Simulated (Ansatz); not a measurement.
Mulliken charges of `FCC=C(F)F` from ωB97M-V/def2-TZVPP in Ansatz (PBE0-D4/def2-TZVP geometry).

```
atom   x (Å)   y (Å)   z (Å)  charge (e)
  F1  -1.775  -0.554  -0.114      -0.222
  C2  -0.876  -0.048   0.791       0.071
  C3   0.467   0.195   0.197      -0.210
  C4   0.850  -0.030  -1.044       0.357
  F5   0.126  -0.515  -2.019      -0.145
  F6   2.069   0.220  -1.478      -0.165
  H7  -1.287   0.888   1.187       0.099
  H8  -0.797  -0.759   1.622       0.099
  H9   1.223   0.603   0.857       0.117
```

By hand: the dipole of these point charges (1 e Å = 4.8032 D).

Σ q r = (0.114, 0.190, 0.582) e Å, of length 0.623 e Å = 2.99 D.

How does the dipole of the full density compare? (Estimate.)

The calculation gave: (0.123, 0.159, 0.458) e Å, 2.40 D; the point charges give 1.25 times that, at 4° from its direction.

Point charges leave out the atoms' own dipoles, such as those of lone pairs, and Mulliken's split depends on the basis, so the two needn't agree.
